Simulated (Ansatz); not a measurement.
# [B(CN)H3]- (CH3BN−): geometry, orbitals and charge

What does [B(CN)H3]- (CH3BN−) look like as a singlet, and where do its frontier electrons sit?

The runs use Ansatz 0.2.0, Gaussian basis; RKS PBE0-D4/def2-TZVPD.

Plan: relaxation at r2SCAN-D4/def2-TZVPD; a search for the lowest solution at PBE0-D4/def2-SVP; a single point at PBE0-D4/def2-TZVPD.

### Step 1. Where the work starts

6 atoms, charge -1, spin multiplicity 1.

Atoms are counted from 1 here; the program's logs count them from 0.

Bond lengths: B1–C2 1.555 Å, B1–H4 1.224 Å, B1–H5 1.225 Å, B1–H6 1.224 Å, C2–N3 1.159 Å. Angles: C2–B1–H4 108.6°, C2–B1–H5 108.7°, C2–B1–H6 108.8°, H4–B1–H5 110.2°, H4–B1–H6 110.3°, H5–B1–H6 110.2°, B1–C2–N3 179.5°.

The ion is computed in the gas phase, without counter-ions or solvent.

The start is a GFN2-xTB geometry.

### Step 2. Relaxation at r2SCAN-D4/def2-TZVPD

in.yaml reads:

```yaml
crystal:
  periodic: [false, false, false]
  atoms:
    - {symbol: B, position_ang: [-0.008840, -0.000890, -0.515200]}
    - {symbol: C, position_ang: [0.012590, 0.003010, 1.039770]}
    - {symbol: N, position_ang: [0.037140, 0.002160, 2.198270]}
    - {symbol: H, position_ang: [1.146410, 0.004020, -0.920920]}
    - {symbol: H, position_ang: [-0.598610, 1.000520, -0.903260]}
    - {symbol: H, position_ang: [-0.588700, -1.008830, -0.898660]}
basis:
  gaussian: {orbitals: def2-TZVPD}
total_charge: -1
hamiltonian: {xc: r2scan, dispersion: d4}
scf: {lower_state_search: "off"}
output: {orbitals: {seedname: orbitals}}
relax: {f_tol: 0.02, max_steps: 100}
```

Launch:

```bash
$ ansatz run in.yaml --threads 4 --pin off --events-out ev --progress --plain --max-ram 3916MiB
```

Further steps of the session: Searching for the lowest solution, PBE0-D4/def2-SVP; Single point, PBE0-D4/def2-TZVPD.

**Question.** What will the summary of the whole plan be? Wanted: point group; B–C bond; HOMO, LUMO at PBE0-D4/def2-TZVPD.

As calculated:

```
                        quantity           value
                     point group             C3v
                        B–C bond         1.577 Å
HOMO, LUMO at PBE0-D4/def2-TZVPD  -2.81, 3.84 eV
```

What this shows: The molecule keeps its bonding pattern by the stored test; the atoms moved 0.01 Å (rms). No usable vibrations, so a minimum isn't proven. The HOMO lies nearest to H4 34 %; N3 26 % and the LUMO to H4, H5, H6 about 30 % each.
